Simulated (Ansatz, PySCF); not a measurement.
Reaction: H2O2 (SMILES OO) → HO2 (SMILES O[O], doublet) + H (doublet) (the H-O bond breaks)
Each species at its own B3LYP-D3(BJ)/def2-TZVP minimum (Ansatz, a quantum-chemistry and plane-wave program).

Total energies in hartree (Ansatz). UHF or UKS for unpaired electrons; spin-orbit terms are left out. Cores are frozen in correlated methods. No relativity. For partners of very few electrons the exact lower level stands in for a higher one.

| species | HF/cc-pVTZ | CCSD(T)/cc-pVTZ | HF/cc-pVQZ | CCSD(T)/cc-pVQZ | CCSDT(Q)/cc-pVTZ |
|---|---|---|---|---|---|
| 1: H2O2 (hydrogen peroxide, SMILES OO) | -150.83573 | -151.35850 | -150.84801 | -151.40811 | -151.35976 |
| 2: HO2 (SMILES [O]O, doublet) | -150.23645 | -150.71256 | -150.24851 | -150.75980 | -150.71431 |
| 3: H (doublet) | -0.49981 | -0.49981 | -0.49995 | -0.49995 | -0.49981 |

Task: Work out the bond dissociation energy (enthalpy at 298 K, ideal-gas terms from PySCF's Hessians at B3LYP-D3(BJ)/def2-TZVP) in kcal/mol: take Hartree-Fock from cc-pVQZ, extrapolate the CCSD(T) correlation energy as X^-3 (X = 3, 4), and add CCSDT(Q) - CCSD(T) in cc-pVTZ. The further terms named in the bracket sum to -0.01031 hartree. 1 hartree = 627.51 kcal/mol.

Result: 
Species 1: correlation (64·(-0.56010) - 27·(-0.52277))/37 = -0.58734; step -0.00126; E1 = -150.84801 + (-0.58734) + (-0.00126) = -151.43661
Species 2: correlation (64·(-0.51129) - 27·(-0.47611))/37 = -0.53696; step -0.00175; E2 = -150.24851 + (-0.53696) + (-0.00175) = -150.78722
Species 3: correlation (64·(0.00000) - 27·(0.00000))/37 = 0.00000; step +0.00000; E3 = -0.49995 + (0.00000) + (+0.00000) = -0.49995
-1·E1 +1·E2 +1·E3 -0.01031 = 0.13913 hartree = 87.3 kcal/mol. From measured enthalpies of formation at 298 K: 87.4 kcal/mol (Active Thermochemical Tables 1.112 (ions: stationary electron), as tabulated in the package chemicals). The calculations leave out spin-orbit terms. The composite differs from it by -0.1 kcal/mol; core, relativistic and spin-orbit terms are not in it.
